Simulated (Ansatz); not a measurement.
A calculation with Ansatz (development build ahead of 0.2.0).

```yaml
crystal:
  periodic: [false, false, false]
  atoms:
    - { symbol: Mg, position_ang: [0.0, 0.0, 0.0] }
    - { symbol: F, position_ang: [0.0, 0.0, 4.263] }
    - { symbol: P, position_ang: [0.0, 2.0479, -1.4339] }
basis:
  gaussian: { orbitals: pcseg-2 }
magnetization:
  initial_magnetization: 2
hamiltonian:
  xc: { name: wB97X }
```

The input is written out in the form of the current development build from the run's settings.

Output:

* Converged: yes
* Total energy: -641.10003 hartree
* Spin squared of the determinant: 2.000
* Stability test: minimum among restricted orbitals

Caution: stretched shape with no unrestricted run beside it, a lower state can exist; charge can spread falsely over distant fragments; other spin multiplicities may lie lower.
